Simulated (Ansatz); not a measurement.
Input file:

```yaml
crystal:
  periodic: [false, false, false]
  atoms:
    - {symbol: B, position_ang: [0.000000, 0.000000, -0.976964]}
    - {symbol: B, position_ang: [0.000000, 0.000000, 0.578505]}
    - {symbol: Si, position_ang: [0.000000, 0.000000, 2.553858]}
    - {symbol: H, position_ang: [0.000000, 0.000000, -2.155400]}
basis:
  gaussian: {orbitals: STO-3G}
magnetization: {spin_polarized: false, initial_magnetization: 3}
hamiltonian: {xc: {name: r2SCAN}}
correlation: {method: ccsdt_q, electrons: valence}
```

```sh
$ ansatz run in.yaml --threads 1 --pin off --events-out ev --progress --plain --max-ram 2393MiB
```

Log:

```
332 factors; integrals over basis functions are off by at most 2.7e-8 eV
mean field evaluation 1: about -9128.1153 eV, gradient 7.4e0 eV
mean field evaluation 2: about -9128.0754 eV, gradient 7.3e0 eV
mean field evaluation 4: about -9128.3743 eV, gradient 1.6e0 eV
mean field evaluation 8: about -9128.3971 eV, gradient 9.1e-1 eV
mean field evaluation 16: about -9128.4144 eV, gradient 2.0e-6 eV
mean field evaluation 32: about -9127.2499 eV, gradient 1.3e-1 eV
mean field evaluation 64: about -9127.3486 eV, gradient 1.1e0 eV
mean field evaluation 96: about -9126.7515 eV, gradient 8.6e-3 eV
mean field -9128.41444444 eV, -335.4630433718 hartree, gradient 2.0e-6 eV, S^2 3.750000; 11 other end points of the search recorded, 0 dependent functions left out
mean field evaluation 128: about -9107.0447 eV, gradient 8.5e-3 eV
7 core orbitals not correlated: weight in the atoms' cores, before any rotation towards them, 0.999 or more for the frozen orbitals, at most 0.000 for the correlated occupied ones
reference -9106.53366904 eV, -334.6589397069 hartree; 7, 4 occupied and 6, 9 virtual orbitals, 332 factors
second order -2.40977852 eV of doubles, -0.20673755 eV of singles
cycle   1  -3.14635360 eV  change   -5.2e-1 eV  update   7.3e-2
cycle   2  -3.49666873 eV  change   -3.5e-1 eV  update   3.6e-2
cycle   3  -3.52242498 eV  change   -2.6e-2 eV  update   1.2e-2
cycle   4  -3.53326599 eV  change   -1.1e-2 eV  update   6.3e-3
cycle   5  -3.53674758 eV  change   -3.5e-3 eV  update   2.8e-3
cycle   6  -3.53605006 eV  change    7.0e-4 eV  update   1.3e-3
cycle   7  -3.53609154 eV  change   -4.1e-5 eV  update   5.4e-4
cycle   8  -3.53627101 eV  change   -1.8e-4 eV  update   2.7e-4
cycle   9  -3.53621612 eV  change    5.5e-5 eV  update   1.4e-4
cycle  10  -3.53613561 eV  change    8.1e-5 eV  update   7.5e-5
cycle  11  -3.53612889 eV  change    6.7e-6 eV  update   4.0e-5
cycle  12  -3.53614480 eV  change   -1.6e-5 eV  update   1.9e-5
cycle  13  -3.53615939 eV  change   -1.5e-5 eV  update   8.5e-6
cycle  14  -3.53616465 eV  change   -5.3e-6 eV  update   3.8e-6
cycle  15  -3.53616477 eV  change   -1.2e-7 eV  update   1.9e-6
cycle  16  -3.53616429 eV  change    4.8e-7 eV  update   9.9e-7
perturbative correction -0.00946993 eV, -0.0003480136 hartree
Total energy: -9110.07930326 eV, -334.7892393613 hartree
```

Ran on 1 thread of Arm Neoverse V2, shared host: 9.5 s wall, 0.12 GiB peak host memory.
